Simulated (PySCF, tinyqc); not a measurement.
Inside a calculation. Method: G0W0 on RHF in the sto-3g basis, for BH, spin multiplicity 1. The lowest restricted solution is unstable here: a spin-polarised one lies 0.0078 hartree lower (PySCF). One step of it, computed by the program tinyqc.

Problem. Integrals over molecular orbitals. (pq|rs) = sum C_ip C_jq C_kr C_ls (ij|kl), one index at a time.

coefficients C:
```
              MO1        MO2        MO3       MO4        MO5        MO6
1B 1s    0.992373  -0.224145  -0.187697  0.000000   0.000000   0.116564
1B 2s    0.027950   0.689150   0.716292  0.000000   0.000000  -0.542748
1B 2px   0.000000   0.000000   0.000000  0.545420   0.838163   0.000000
1B 2py   0.000000   0.000000   0.000000  0.838163  -0.545420   0.000000
1B 2pz   0.004849   0.180043  -0.575321  0.000000   0.000000  -0.931303
2H 1s   -0.005707   0.476285  -0.460713  0.000000   0.000000   0.992008
```

core Hamiltonian H = T + V (hartree), lower triangle:
```
             1B 1s      1B 2s     1B 2px     1B 2py     1B 2pz      2H 1s
1B 1s   -12.692699
1B 2s    -3.287415  -3.778908
1B 2px    0.000000   0.000000  -2.955463
1B 2py    0.000000   0.000000   0.000000  -2.955463
1B 2pz   -0.012977  -0.123388   0.000000   0.000000  -3.040331
2H 1s    -0.485862  -1.221986   0.000000   0.000000  -1.199388  -2.314258
```

Two-electron integrals (ij|kl) in chemists' order, unique and non-zero (hartree):
```
(11|11) 2.923513   (21|11) 0.518376   (21|21) 0.109262   (22|11) 0.744229
(22|21) 0.193177   (22|22) 0.544804   (31|31) 0.020264   (32|31) 0.029996
(32|32) 0.120346   (33|11) 0.742491   (33|21) 0.193240   (33|22) 0.544682
(33|33) 0.586773   (41|41) 0.020264   (42|41) 0.029996   (42|42) 0.120346
(43|43) 0.031630   (44|11) 0.742491   (44|21) 0.193240   (44|22) 0.544682
(44|33) 0.523513   (44|44) 0.586773   (51|51) 0.020264   (52|51) 0.029996
(52|52) 0.120346   (53|53) 0.031630   (54|54) 0.031630   (55|11) 0.742491
(55|21) 0.193240   (55|22) 0.544682   (55|33) 0.523513   (55|44) 0.523513
(55|55) 0.586773   (61|11) 0.075106   (61|21) 0.015784   (61|22) 0.028036
(61|33) 0.027908   (61|44) 0.027908   (61|51) 0.001112   (61|52) 0.002071
(61|55) 0.028309   (61|61) 0.002349   (62|11) 0.199644   (62|21) 0.052734
(62|22) 0.166043   (62|33) 0.161131   (62|44) 0.161131   (62|51) 0.005767
(62|52) 0.036696   (62|55) 0.175703   (62|61) 0.008134   (62|62) 0.073058
(63|31) 0.005008   (63|32) 0.024064   (63|53) 0.006651   (63|63) 0.007527
(64|41) 0.005008   (64|42) 0.024064   (64|54) 0.006651   (64|64) 0.007527
(65|11) 0.194533   (65|21) 0.052026   (65|22) 0.172817   (65|33) 0.163758
(65|44) 0.163758   (65|51) 0.009838   (65|52) 0.058504   (65|55) 0.190742
(65|61) 0.008367   (65|62) 0.088719   (65|65) 0.113072   (66|11) 0.369303
(66|21) 0.099289   (66|22) 0.354912   (66|33) 0.334588   (66|44) 0.334588
(66|51) 0.012301   (66|52) 0.105999   (66|55) 0.395076   (66|61) 0.015525
(66|62) 0.206285   (66|65) 0.270943   (66|66) 0.774606
```

Give: one-electron integrals over orbitals h = C^T H C; Two-electron integrals over orbitals.

Solution.

one-electron integrals over orbitals h = C^T H C (hartree), lower triangle:
```
         1       2       3       4       5       6
1  -12.679
2    0.280  -2.974
3    0.221  -0.199  -2.814
4    0.000   0.000   0.000  -2.955
5    0.000   0.000   0.000   0.000  -2.955
6   -0.136   0.465  -0.279   0.000   0.000  -2.486
```

Two-electron integrals over orbitals (pq|rs), unique and non-zero (hartree):
```
(11|11) 2.892       (21|11) -0.245      (21|21) 0.034       (22|11) 0.596
(22|21) -4.69e-03   (22|22) 0.528       (31|11) -0.201      (31|21) 0.024
(31|22) -0.016      (31|31) 0.030       (32|11) 0.118       (32|21) -0.009
(32|22) -0.059      (32|31) 4.17e-03    (32|32) 0.093       (33|11) 0.653
(33|21) -0.013      (33|22) 0.429       (33|31) 3.54e-03    (33|32) 0.047
(33|33) 0.525       (41|41) 0.022       (42|41) 0.021       (42|42) 0.068
(43|41) 0.017       (43|42) 0.045       (43|43) 0.055       (44|11) 0.742
(44|21) -0.009      (44|22) 0.457       (44|31) -0.007      (44|32) 0.062
(44|33) 0.483       (44|44) 0.587       (51|51) 0.022       (52|51) 0.021
(52|52) 0.068       (53|51) 0.017       (53|52) 0.045       (53|53) 0.055
(54|54) 0.032       (55|11) 0.742       (55|21) -0.009      (55|22) 0.457
(55|31) -0.007      (55|32) 0.062       (55|33) 0.483       (55|44) 0.524
(55|55) 0.587       (61|11) 0.125       (61|21) -0.021      (61|22) -0.009
(61|31) -2.63e-03   (61|32) 0.014       (61|33) 0.019       (61|44) 3.99e-03
(61|55) 3.99e-03    (61|61) 0.025       (62|11) -0.179      (62|21) 2.67e-03
(62|22) -0.024      (62|31) 0.012       (62|32) -0.049      (62|33) -0.011
(62|44) -0.093      (62|55) -0.093      (62|61) 0.008       (62|62) 0.114
(63|11) 0.118       (63|21) -3.86e-03   (63|22) -0.036      (63|31) 0.006
(63|32) 0.081       (63|33) 0.064       (63|44) 0.060       (63|55) 0.060
(63|61) 0.010       (63|62) -0.060      (63|63) 0.097       (64|41) -0.010
(64|42) -0.034      (64|43) -0.007      (64|64) 0.030       (65|51) -0.010
(65|52) -0.034      (65|53) -0.007      (65|65) 0.030       (66|11) 0.643
(66|21) -0.005      (66|22) 0.537       (66|31) -0.016      (66|32) -0.064
(66|33) 0.458       (66|44) 0.460       (66|55) 0.460       (66|61) -0.009
(66|62) -2.48e-03   (66|63) -0.040      (66|66) 0.581
```
